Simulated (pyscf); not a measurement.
# Insertion: H₂N–NH₂ + GaH [singlet] → H₂N–NH–GaH₂

Gas phase, singlet surface, charge 0. Bonds broken: N1–H3. Bonds formed: N1–Ga7, H3–Ga7. Single points on ωB97X-D3(BJ)/def2-SVP structures (PySCF, gas phase). Correlated levels are frozen-core, on RHF or UHF. ΔMP2 is the change of the MP2 total energy from the triple- to the quadruple-zeta basis.

Transition state (Å):

```xyz
8

N     -1.6456    -0.4900    -0.1270
N     -0.6954     0.3997     0.4452
H     -0.5059    -1.5781    -0.7443
H     -2.1375     0.0502    -0.8469
H     -0.5571     0.1901     1.4328
H     -0.9121     1.3914     0.3352
Ga     0.5017    -0.3731    -1.0856
H      0.3470     0.8040    -2.1538
```

One imaginary mode, 1130i cm⁻¹; descent along it reached the two sides named, in the forms told below.

```json
[
 {"bond": "N1–H3", "change": "breaks", "reactant side (Å)": "1.023", "saddle": "1.692", "product side": "2.9"},
 {"bond": "N1–Ga7", "change": "forms", "reactant side (Å)": "3.1", "saddle": "2.354", "product side": "1.905"},
 {"bond": "H3–Ga7", "change": "forms", "reactant side (Å)": "3.1", "saddle": "1.607", "product side": "1.558"}
]
```

Electronic energies relative to the separated reactants (kcal/mol):

```json
[
 {"level": "ωB97X-D3(BJ)/def2-TZVP", "barrier": "26.1", "reaction energy": "-31.1", "reverse barrier": "57.2"},
 {"level": "PBE/def2-TZVP", "barrier": "14.7", "reaction energy": "-26.1", "reverse barrier": "40.8"},
 {"level": "r²SCAN/def2-TZVP", "barrier": "13.1", "reaction energy": "-32.1", "reverse barrier": "45.2"},
 {"level": "B3LYP-D3(BJ)/def2-TZVP", "barrier": "24.6", "reaction energy": "-24.2", "reverse barrier": "48.7"},
 {"level": "PBE0-D3(BJ)/def2-TZVP", "barrier": "20.9", "reaction energy": "-28.3", "reverse barrier": "49.2"},
 {"level": "M06-2X/def2-TZVP", "barrier": "26.8", "reaction energy": "-28.4", "reverse barrier": "55.3"},
 {"level": "ωB97M-D3(BJ)/def2-TZVP", "barrier": "29.4", "reaction energy": "-24.9", "reverse barrier": "54.3"},
 {"level": "HF/def2-TZVP", "barrier": "55.2", "reaction energy": "-21.1", "reverse barrier": "76.2"},
 {"level": "MP2/def2-QZVPP", "barrier": "16.1", "reaction energy": "-33.5", "reverse barrier": "49.6"},
 {"level": "CCSD/def2-TZVPP", "barrier": "27.9", "reaction energy": "-28.2", "reverse barrier": "56.0"},
 {"level": "CCSD(T)/def2-TZVPP", "barrier": "20.9", "reaction energy": "-29.7", "reverse barrier": "50.6"},
 {"level": "CCSD(T)/def2-TZVPP + ΔMP2(QZVPP)", "barrier": "20.8", "reaction energy": "-29.2", "reverse barrier": "49.9"}
]
```

With CCSD(T)/def2-TZVPP + ΔMP2(QZVPP) energies and thermal terms (ideal gas, 1 atm, RRHO with modes under 100 cm⁻¹ raised to 100, one conformer, R ln 2 for chiral ones without a mode under 150 cm⁻¹), in kcal/mol:

| T (K) | ΔH‡ | ΔG‡ | ΔH | ΔG |
|---|---|---|---|---|
| 298 | 18.3 | 28.3 | -30.2 | -20.4 |
| 600 | 18.6 | 38.4 | -29.5 | -10.7 |
| 900 | 19.2 | 48.2 | -28.5 | -1.5 |
| 1200 | 19.8 | 57.8 | -27.4 | +7.4 |

On the reactant side the descent ends in an adduct with a Ga–N contact, 14.1 kcal/mol under the separated species and 40.1 kcal/mol under the saddle at ωB97X-D3(BJ)/def2-TZVP. On the product side the descent ends in a point that may be a rotor saddle (no frequency run), 4.3 kcal/mol over the lowest minimum found and 52.9 kcal/mol under the saddle at ωB97X-D3(BJ)/def2-TZVP. H₂N–NH–GaH₂ lies 50.5 kcal/mol over its isomer H₂N–GaH–NH₂ (electronic energy, ωB97M-D3(BJ)/def2-TZVP). This is the saddle that the search found; another between the same sides may lie lower. The CCSD(T) − MP2 part came from Ansatz, without density fitting, on the same reference. The frozen core leaves the outer d or s,p core shells of the metals and heavy elements correlated in the MP2 and CC values, and def2-TZVPP describes them poorly, which can shift differences by a few kcal/mol. Elements up to Kr have no core potential and no relativistic terms here.
